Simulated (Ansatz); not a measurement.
This geometry of C2H5OS (9 atoms, charge 1, multiplicity 1) is a first-order saddle point.

All numbers below come from RKS PBE0-D4/def2-mTZVP in Ansatz 0.2.0.

```xyz
9
Properties=species:S:1:pos:R:3
O -0.122 1.767 -1.139
C -0.369 0.803 -0.271
C 0.292 -0.357 -0.363
S -0.121 -1.740 0.667
H -0.621 2.571 -0.939
H -1.103 1.001 0.509
H 0.988 -0.583 -1.160
H -0.066 -1.182 1.909
H 1.122 -2.280 0.786
```

Q: Which two structures does it join? (They come from a converged band through this point; their orientation in space is the band's.)

A: No bond is made or broken. The dihedral C2–C3–S4–H9 goes from 131 to -49°.

First end point:

```xyz
9
Properties=species:S:1:pos:R:3
O -0.242 1.659 -1.326
C -0.526 0.692 -0.486
C 0.457 -0.088 0.001
S -0.030 -1.339 1.106
H -1.031 2.146 -1.602
H -1.567 0.547 -0.203
H 1.502 0.024 -0.256
H 0.839 -1.193 2.146
H 0.597 -2.447 0.621
```

Last end point:

```xyz
9
Properties=species:S:1:pos:R:3
O -0.372 1.596 -1.261
C -0.393 0.584 -0.424
C 0.755 -0.028 -0.084
S 0.857 -1.381 1.017
H -1.257 1.953 -1.427
H -1.360 0.273 -0.029
H 1.720 0.272 -0.470
H -0.079 -2.266 0.574
H 0.130 -1.003 2.104
```

Q: How far does it lie above each of them?

A: 29.8 kJ/mol above the first and 13.9 kJ/mol above the second. This is the barrier of this one path; another mechanism may lie lower. Limits of this set-up: the dipole of an ion depends on the origin.

Time of the run: 70 s on 2 threads of Arm Neoverse V1, with other jobs on the host, peak memory 0.19 GiB.
